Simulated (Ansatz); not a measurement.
**Relaxing Mg**

Method: DFT PBEsol, scalar-relativistic, plane waves, PAW (Ansatz 0.2.0). Cutoff 420 eV, Γ-centred k mesh, Gaussian smearing, no spin polarisation in the final step.

This is the end of a relaxation of cell and atoms.

```yaml
crystal:
  lattice:
    - [2.99560, 0.00000, 0.00000]
    - [0.00000, 2.99560, 0.00000]
    - [0.00000, 0.00000, 2.99560]
  atoms:
    - { symbol: Mg, position: [0.00000, 0.00000, 0.00000] }
```

Energies count from the standard state of Mg at the same level.

(1) What space group does it have?

(2) How far above the standard state of Mg does it lie?

(3) Is it a metal?

Answers

(1) Pm-3m (No. 221). Conventional cell: a = 2.996 Å. Mg is coordinated by 6 Mg at 3.00 Å.

(2) 0.40 eV/atom.

(3) Yes, bands cross the Fermi level on the 18×18×18 mesh.

The final run used a 18×18×18 mesh on its 1-atom cell and 0.10 eV smearing. For metals, differences of a few meV/atom aren't resolved. The cell came from a trial start, so Mg may not exist in this structure.